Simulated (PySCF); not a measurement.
Species: `C[C@@H]1S[C@H]1F`. The columns A, B, C and D hold Mulliken, IAO, Hirshfeld and ESP-fitted charges (e) of one PBE0/pcSseg-1 density (PySCF), in a shuffled order. Coordinates in Å (GFN2-xTB); the density's dipole moment is (1.92, -1.26, -0.81) D.

```
atom       x       y       z       A       B       C       D
  C1   1.261  -0.157  -0.213  -0.301  -0.116  -0.424  -0.175
  C2  -0.108   0.463  -0.243  +0.019  -0.030  -0.173  -0.368
  S3  -0.757   1.201   1.288  -0.178  -0.058  -0.011  -0.047
  C4  -1.266  -0.242   0.350  +0.084  +0.051  +0.108  +0.195
  F5  -2.453  -0.187  -0.295  -0.192  -0.102  -0.288  -0.282
  H6   1.376  -0.834  -1.058  +0.107  +0.049  +0.152  +0.130
  H7   1.408  -0.713   0.710  +0.071  +0.045  +0.152  +0.114
  H8   2.024   0.615  -0.279  +0.127  +0.051  +0.157  +0.133
  H9  -0.326   1.064  -1.120  +0.111  +0.053  +0.169  +0.171
 H10  -1.150  -1.204   0.839  +0.151  +0.057  +0.159  +0.130
```

Q: Which column most likely holds the ESP-fitted charges?

A: A. Σ q r misses the density's dipole by 0.07 D (A), 1.23 D (B), 1.56 D (C), 1.77 D (D). Charges fitted to the outside potential are the only set here that is tied to the molecule's multipoles.

Q: And the Hirshfeld charges?

A: B. The mean sizes are 0.061 e (B), 0.134 e (A), 0.175 e (D), 0.179 e (C), and Hirshfeld charges are commonly the smallest of these schemes.

As computed, A = ESP-fitted, B = Hirshfeld, C = IAO, D = Mulliken. Hydrogens on carbon: ESP-fitted +0.07 to +0.15, Hirshfeld +0.04 to +0.06, IAO +0.15 to +0.17, Mulliken +0.11 to +0.17 e.

The ESP scheme is a least-squares fit of atom-centred charges to the potential on four shells outside the van der Waals surface, with the total charge fixed. The Mulliken scheme gives each basis function's population to the atom it is centred on and halves the overlap population of two atoms between them.

Isolated species at its GFN2-xTB geometry, gas phase.
